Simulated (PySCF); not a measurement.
# One shape, several levels: SiH3S (SMILES [SiH2]S)

Aim: a comparison of 6 runs (UHF/STO-3G, UB3LYP/6-31G*, UPBE0/6-31G**, UBP86/aug-cc-pVDZ, UMP2/def2-SVP) of SiH3S. Input form: a Python script.

The calculation is run with PySCF 2.14.0.

## 1. The system as given

SiH3S: 5 atoms, total charge 0, spin state doublet. As SMILES, `[SiH2]S`. Geometry: relaxed at PBE0-D4/def2-TZVP. This is one conformer, not always the lowest.

Bond lengths: Si1–S2 2.132 Å, Si1–H3 1.492 Å, Si1–H4 1.488 Å, S2–H5 1.344 Å. Angles: Si1–S2–H5 94.7°, S2–Si1–H3 111.4°, S2–Si1–H4 105.0°, H3–Si1–H4 110.5°.

## 2. Energy and forces at UHF/STO-3G (run 1)

File job.py:

```python
from pyscf import gto

mol = gto.Mole()
mol.atom = '''
Si    -0.096300    -0.694000    -0.309300
S      0.273100     1.406000    -0.294500
H     -0.094500    -1.256800     1.073000
H     -1.440300    -0.843200    -0.929900
H      1.407800     1.314300     0.419300
'''
mol.basis = 'sto-3g'
mol.max_memory = 1860
mol.spin = 1
mol.verbose = 3
mol.charge = 0
mol.build()

hf = mol.UHF()
hf.conv_tol = 1e-10
hf.kernel()
if not hf.converged:
    hf = hf.newton().run(hf.mo_coeff, hf.mo_occ)

energy = hf.e_tot
print('Final energy', energy)
grad = hf.nuc_grad_method().kernel()
hf.analyze()
```

Launch:

```console
$ OMP_NUM_THREADS=1 python job.py
```

Output:

```text
converged SCF energy = -680.479272135145  <S^2> = 0.7526168  2S+1 = 2.0026151
Final energy -680.4792721351447
--------------- UHF gradients ---------------
         x                y                z
0 Si     0.0221553790     0.0040189908    -0.0082849606
1 S    -0.0087765868     0.0125546350    -0.0087808861
2 H     0.0037686494    -0.0133940052     0.0278033867
3 H    -0.0260424156    -0.0004797603    -0.0165254841
4 H     0.0088949740    -0.0026998603     0.0057879442
----------------------------------------------
**** MO energy ****
                             alpha | beta                alpha | beta
MO #1   energy= -90.6935581168891  | -90.6927989673336  occ= 1 | 1
MO #2   energy= -67.9332287207698  | -67.9243427507852  occ= 1 | 1
MO #3   energy= -8.60508802011492  | -8.60400666639252  occ= 1 | 1
MO #4   energy= -6.23761280081336  | -6.2362985599169   occ= 1 | 1
MO #5   energy= -6.23550170269318  | -6.23422362813357  occ= 1 | 1
MO #6   energy= -6.23197323727285  | -6.22949802095401  occ= 1 | 1
MO #7   energy= -5.93460025727486  | -5.91876539917235  occ= 1 | 1
MO #8   energy= -3.96952617939944  | -3.94726214404255  occ= 1 | 1
MO #9   energy= -3.95416935193966  | -3.9457863951426   occ= 1 | 1
MO #10  energy= -3.95265839713456  | -3.93003592194328  occ= 1 | 1
MO #11  energy= -0.879664463544543 | -0.868208919215527 occ= 1 | 1
MO #12  energy= -0.648880091102669 | -0.595750637591438 occ= 1 | 1
MO #13  energy= -0.459855686142678 | -0.448595035100237 occ= 1 | 1
MO #14  energy= -0.404786414517253 | -0.393097666237711 occ= 1 | 1
MO #15  energy= -0.355269921851242 | -0.318416897234597 occ= 1 | 1
MO #16  energy= -0.291358770048839 | -0.259313912701996 occ= 1 | 1
MO #17  energy= -0.213032049951406 | 0.214252483843344  occ= 1 | 0
MO #18  energy= 0.412553837603338  | 0.447784935978815  occ= 0 | 0
MO #19  energy= 0.494958762615073  | 0.503093730719843  occ= 0 | 0
MO #20  energy= 0.523790591592555  | 0.555802428872466  occ= 0 | 0
MO #21  energy= 0.561570133222434  | 0.599319030927415  occ= 0 | 0

To work with the spin densities directly, `use mulliken_meta_spin()` only printing them here.

 ** Mulliken spin pop alpha/beta on meta-lowdin orthogonal AOs **
 ** Mulliken Spin Density (per atom)  **
spin density of  0 Si =      0.91407
spin density of  1 S =      0.06634
spin density of  2 H =      0.02222
spin density of  3 H =     -0.00038
spin density of  4 H =     -0.00225
 ** Mulliken pop alpha/beta on meta-lowdin orthogonal AOs **
 ** Mulliken atomic charges   ( Nelec_alpha | Nelec_beta ) **
charge of  0Si =      0.38429  (     7.26489      6.35082 )
charge of  1S =     -0.04417  (     8.05526      7.98892 )
charge of  2H =     -0.14100  (     0.58161      0.55939 )
charge of  3H =     -0.14147  (     0.57055      0.57092 )
charge of  4H =     -0.05764  (     0.52770      0.52995 )
Dipole moment(X, Y, Z, Debye):  0.85715, -1.34100,  0.05419
```

It took 0.72 s on 1 thread of Arm Neoverse V2, shared host; peak memory 0.12 GiB.

## 3. Energy and forces at UB3LYP/6-31G(d) (spherical functions) (run 2)

File job.py:

```python
from pyscf import gto, dft

mol = gto.M(
    atom='''
Si    -0.181981    -1.311470    -0.584492
S      0.516084     2.656955    -0.556524
H     -0.178579    -2.375008     2.027676
H     -2.721773    -1.593417    -1.757256
H      2.660356     2.483667     0.792362
''',
    max_memory=1860,
    unit='bohr',
    spin=1,
    basis='6-31g*',
    verbose=4,
)

mf = dft.UKS(mol)
mf.xc = 'b3lyp'
mf.conv_tol = 1e-10
mf.grids.level = 5
mf.kernel()
if not mf.converged:
    mf = mf.newton().run(mf.mo_coeff, mf.mo_occ)

e_final = mf.e_tot
print('Final energy', e_final)
grad = mf.nuc_grad_method().kernel()
dip = mf.dip_moment()
pop, q = mf.mulliken_pop()
```

Launch:

```console
$ OMP_NUM_THREADS=1 python job.py
```

Output:

```text
PySCF version 2.14.0

[INPUT] num. atoms = 5
[INPUT] num. electrons = 33
[INPUT] charge = 0
[INPUT] spin (= nelec alpha-beta = 2S) = 1
[INPUT] symmetry False subgroup None
[INPUT] Mole.unit = bohr
[INPUT] Symbol           X                Y                Z      unit          X                Y                Z       unit  Magmom
[INPUT]  1 Si    -0.096300198020  -0.694000036805  -0.309299846365 AA   -0.181981000000  -1.311470000000  -0.584492000000 Bohr   0.0
[INPUT]  2 S      0.273099891720   1.406000036440  -0.294499818130 AA    0.516084000000   2.656955000000  -0.556524000000 Bohr   0.0
[INPUT]  3 H     -0.094499937149  -1.256800109353   1.072999930329 AA   -0.178579000000  -2.375008000000   2.027676000000 Bohr   0.0
[INPUT]  4 H     -1.440300244897  -0.843199963893  -0.929899828952 AA   -2.721773000000  -1.593417000000  -1.757256000000 Bohr   0.0
[INPUT]  5 H      1.407799768134   1.314299975914   0.419299913199 AA    2.660356000000   2.483667000000   0.792362000000 Bohr   0.0

[... 41 lines left out ...]
WARN: HOMO -0.167644874675933 >= LUMO -0.167644874675932
[... 42 lines left out ...]
converged SCF energy = -689.452500407092  <S^2> = 0.75167557  2S+1 = 2.0016749
Final energy -689.4525004070915
[... 1 line left out ...]
******** <class 'pyscf.grad.uks.Gradients'> for <class 'pyscf.dft.uks.UKS'> ********
unit = Eh/Bohr
grid_response = False
--------------- UKS gradients ---------------
         x                y                z
0 Si     0.0010654076     0.0081338790     0.0022662791
1 S     0.0010804098    -0.0071458307     0.0012398956
2 H     0.0005359164     0.0003493391    -0.0011745906
3 H     0.0009219966     0.0002656914    -0.0002141104
4 H    -0.0036044125    -0.0016033941    -0.0021176612
----------------------------------------------
Dipole moment(X, Y, Z, Debye):  0.64810, -0.73477,  0.60476
 ** Mulliken pop       alpha | beta **
pop of  0 Si 1s        0.99987 | 0.99985
pop of  0 Si 2s        0.99840 | 0.99772
pop of  0 Si 3s        0.57729 | 0.49174
[... 39 lines of this table left out ...]
In total            17.00000 | 16.00000
 ** Mulliken atomic charges   ( Nelec_alpha | Nelec_beta ) **
charge of  0Si =      0.21231  (     7.29826      6.48943 )
charge of  1S =     -0.24638  (     8.18703      8.05935 )
charge of  2H =     -0.04479  (     0.54741      0.49738 )
charge of  3H =     -0.03987  (     0.52787      0.51200 )
charge of  4H =      0.11873  (     0.43942      0.44185 )
```

Run time: 9.3 s. Hardware: 1 thread of Arm Neoverse V2, shared host; peak memory 0.47 GiB.

## 4. Energy and forces at UB3LYP/6-31G(d) (Cartesian functions) (run 3)

File input.py:

```python
import pyscf.grad
from pyscf import gto, dft

mol = gto.Mole()
mol.atom = '''
Si  -0.096300  -0.694000  -0.309300
S    0.273100   1.406000  -0.294500
H   -0.094500  -1.256800   1.073000
H   -1.440300  -0.843200  -0.929900
H    1.407800   1.314300   0.419300
'''
mol.max_memory = 1860
mol.basis = '6-31g*'
mol.verbose = 4
mol.spin = 1
mol.cart = True
mol.build()

ks = dft.UKS(mol, xc='b3lyp')
ks.grids.level = 5
ks.conv_tol = 1e-10
ks.kernel()
if not ks.converged:
    ks = ks.newton().run(ks.mo_coeff, ks.mo_occ)

e_tot = ks.e_tot
print('Final energy', e_tot)
grad = ks.Gradients().kernel()
dip = ks.dip_moment()
pop, q = ks.mulliken_pop()
```

Launch:

```console
$ OMP_NUM_THREADS=1 python input.py
```

Output:

```text
PySCF version 2.14.0

[INPUT] num. atoms = 5
[INPUT] num. electrons = 33
[INPUT] charge = 0
[INPUT] spin (= nelec alpha-beta = 2S) = 1
[INPUT] symmetry False subgroup None
[INPUT] Mole.unit = angstrom
[INPUT] Cartesian GTO integrals (6d 10f)
[INPUT] Symbol           X                Y                Z      unit          X                Y                Z       unit  Magmom
[INPUT]  1 Si    -0.096300000000  -0.694000000000  -0.309300000000 AA   -0.181980625796  -1.311469930448  -0.584492290328 Bohr   0.0
[INPUT]  2 S      0.273100000000   1.406000000000  -0.294500000000 AA    0.516084204619   2.656954931138  -0.556524343684 Bohr   0.0
[INPUT]  3 H     -0.094500000000  -1.256800000000   1.073000000000 AA   -0.178579118771  -2.375007793353   2.027676131658 Bohr   0.0
[INPUT]  4 H     -1.440300000000  -0.843200000000  -0.929900000000 AA   -2.721772537211  -1.593417068233  -1.757256323233 Bohr   0.0
[INPUT]  5 H      1.407800000000   1.314300000000   0.419300000000 AA    2.660356438163   2.483667045516   0.792362164030 Bohr   0.0

[... 41 lines left out ...]
WARN: HOMO -0.167419382693069 >= LUMO -0.16741938269307
[... 46 lines left out ...]
converged SCF energy = -689.457112190878  <S^2> = 0.75167631  2S+1 = 2.0016756
Final energy -689.4571121908776
[... 1 line left out ...]
******** <class 'pyscf.grad.uks.Gradients'> for <class 'pyscf.dft.uks.UKS'> ********
unit = Eh/Bohr
grid_response = False
--------------- UKS gradients ---------------
         x                y                z
0 Si     0.0010931855     0.0081859905     0.0022520451
1 S     0.0010877091    -0.0072295506     0.0012589779
2 H     0.0005318422     0.0003454909    -0.0011594020
3 H     0.0009047735     0.0002761999    -0.0002205002
4 H    -0.0036181891    -0.0015784441    -0.0021313101
----------------------------------------------
Dipole moment(X, Y, Z, Debye):  0.64857, -0.73425,  0.60530
 ** Mulliken pop       alpha | beta **
pop of  0 Si 1s        0.99938 | 0.99936
pop of  0 Si 2s        0.99575 | 0.99494
pop of  0 Si 3s        0.59105 | 0.51487
[... 41 lines of this table left out ...]
In total            17.00000 | 16.00000
 ** Mulliken atomic charges   ( Nelec_alpha | Nelec_beta ) **
charge of  0Si =      0.21096  (     7.29917      6.48988 )
charge of  1S =     -0.24551  (     8.18647      8.05903 )
charge of  2H =     -0.04450  (     0.54721      0.49729 )
charge of  3H =     -0.03948  (     0.52762      0.51186 )
charge of  4H =      0.11852  (     0.43954      0.44194 )
```

Run time: 10 s. Hardware: 1 thread of Arm Neoverse V2, shared host; peak memory 0.49 GiB.

Runs 4 to 5 aren't shown in full; the table further down has their settings and results.

## 5. Energy and forces at UMP2/def2-SVP (run 6)

File job.py:

```python
# [SiH2]S
from pyscf import gto, scf, mp

mol = gto.M(
    atom='''
Si  -0.096300  -0.694000  -0.309300
S    0.273100   1.406000  -0.294500
H   -0.094500  -1.256800   1.073000
H   -1.440300  -0.843200  -0.929900
H    1.407800   1.314300   0.419300
''',
    basis='def2-svp',
    spin=1,
    charge=0,
    verbose=3,
    max_memory=1860,
)

mf = scf.UHF(mol)
mf.conv_tol = 1e-10
mf.kernel()
if not mf.converged:
    mf = mf.newton().run(mf.mo_coeff, mf.mo_occ)

pt = mp.MP2(mf, frozen=10).run()
etot = pt.e_tot
print(f'total energy: {etot:.8f} hartree')
grad = pt.nuc_grad_method().kernel()
mf.analyze()
```

Launch:

```console
$ OMP_NUM_THREADS=1 python job.py
```

Output:

```text
converged SCF energy = -687.974736354104  <S^2> = 0.75463515  2S+1 = 2.0046298
E(UMP2) = -688.192157489546  E_corr = -0.217421135441496
E(SCS-UMP2) = -688.19626503093  E_corr = -0.221528676825664
total energy: -688.19215749 hartree
--------------- UMP2 gradients ---------------
         x                y                z
0 Si     0.0032957506     0.0022054866    -0.0022908020
1 S    -0.0019906960    -0.0031917334    -0.0002838557
2 H     0.0000641798     0.0001451056     0.0025010023
3 H    -0.0022181592     0.0007959468    -0.0007176520
4 H     0.0008489249     0.0000451943     0.0007913074
----------------------------------------------
**** MO energy ****
                             alpha | beta                alpha | beta
MO #1   energy= -91.9205907319125  | -91.9195098126295  occ= 1 | 1
MO #2   energy= -68.7854812877391  | -68.7797174397996  occ= 1 | 1
MO #3   energy= -8.95744557312835  | -8.95626220157878  occ= 1 | 1
MO #4   energy= -6.64547611829233  | -6.6441069792865   occ= 1 | 1
MO #5   energy= -6.64433355519681  | -6.64298187041827  occ= 1 | 1
MO #6   energy= -6.64239756415946  | -6.63940174509595  occ= 1 | 1
MO #7   energy= -6.1583703572224   | -6.14957556460247  occ= 1 | 1
MO #8   energy= -4.27338312801233  | -4.26168479181573  occ= 1 | 1
MO #9   energy= -4.26535162499754  | -4.26065577345165  occ= 1 | 1
MO #10  energy= -4.26428105623535  | -4.25252309631694  occ= 1 | 1
MO #11  energy= -0.977727817176856 | -0.968460564128867 occ= 1 | 1
MO #12  energy= -0.710251349269535 | -0.670539772861225 occ= 1 | 1
MO #13  energy= -0.558131420037395 | -0.550566275573192 occ= 1 | 1
MO #14  energy= -0.493301286897488 | -0.483150597698351 occ= 1 | 1
MO #15  energy= -0.468041225300696 | -0.447730811542061 occ= 1 | 1
MO #16  energy= -0.412469864147057 | -0.384649524857096 occ= 1 | 1
[... 27 lines of this table left out ...]
MO #44  energy= 1.81504981536104   | 1.8191611083833    occ= 0 | 0
MO #45  energy= 1.82908385345503   | 1.83337211983176   occ= 0 | 0
MO #46  energy= 1.8448645353923    | 1.85080322844024   occ= 0 | 0
MO #47  energy= 1.8713021042322    | 1.87485688216104   occ= 0 | 0
MO #48  energy= 1.96613754518923   | 1.97290776099703   occ= 0 | 0
MO #49  energy= 2.29776318937837   | 2.30409387979839   occ= 0 | 0
MO #50  energy= 2.46508651666906   | 2.47170100535439   occ= 0 | 0
MO #51  energy= 2.49968183531651   | 2.50060421260909   occ= 0 | 0

To work with the spin densities directly, `use mulliken_meta_spin()` only printing them here.

 ** Mulliken spin pop alpha/beta on meta-lowdin orthogonal AOs **
 ** Mulliken Spin Density (per atom)  **
spin density of  0 Si =      0.88685
spin density of  1 S =      0.08101
spin density of  2 H =      0.03051
spin density of  3 H =      0.00315
spin density of  4 H =     -0.00151
 ** Mulliken pop alpha/beta on meta-lowdin orthogonal AOs **
 ** Mulliken atomic charges   ( Nelec_alpha | Nelec_beta ) **
charge of  0Si =      0.41467  (     7.23609      6.34924 )
charge of  1S =     -0.25710  (     8.16905      8.08805 )
charge of  2H =     -0.11974  (     0.57513      0.54461 )
charge of  3H =     -0.11207  (     0.55761      0.55446 )
charge of  4H =      0.07423  (     0.46213      0.46364 )
Dipole moment(X, Y, Z, Debye):  0.79026, -0.99326,  0.42206
```

Run time: 2 s. Hardware: 1 thread of Arm Neoverse V2, shared host; peak memory 0.21 GiB.

## 6. Overview of the runs

```tsv
run	level	integration grid	Cartesian functions	energy (Eh)	dipole moment (D) of the reference	HOMO energy (eV)	LUMO energy (eV)	wall time
1	UHF/STO-3G	–	no	-680.479272	1.59	-5.80	5.83	0.72 s
2	UB3LYP/6-31G* (spherical functions)	5	no	-689.452500	1.15	-5.72	-2.92	9.3 s
3	UB3LYP/6-31G* (Cartesian functions)	5	yes	-689.457112	1.15	-5.72	-2.92	10 s
4	UPBE0/6-31G** (spherical functions)	5	no	-689.156220	1.23	-6.03	-2.59	12 s
5	UBP86/aug-cc-pVDZ	5	no	-689.531067	0.81	-5.03	-3.64	21 s
6	UMP2/def2-SVP	–	no	-688.192157	1.34	-8.75	1.21	2 s
```

## 7. Outcome

| quantity | value |
| --- | --- |
| run 6: total energy | -688.19216 Eh |
| run 6: dipole moment (Hartree–Fock density) | 1.34 D |
| run 6: HOMO energy (Hartree–Fock orbitals) (highest over α and β) | -8.75 eV |
| run 6: LUMO energy (Hartree–Fock orbitals) (lowest over α and β) | 1.21 eV |
| run 6: correlation energy (10 core orbitals frozen) | -217.4 mEh |
| run 6: ⟨S²⟩ of the reference determinant | 0.755 |
| run 6: largest force on an atom | 0.236 eV/Å |

**Reading.** Over runs 1, 2, 3, 4, 5 the dipole moment (its size) runs from 0.81 D (UBP86/aug-cc-pVDZ) to 1.59 D (UHF/STO-3G). The two ends differ in method and basis. Totals of different functionals can't be ranked against each other. In run 1 the basis is minimal, so the values are rough. All runs together took 55 s, the longest 21 s.
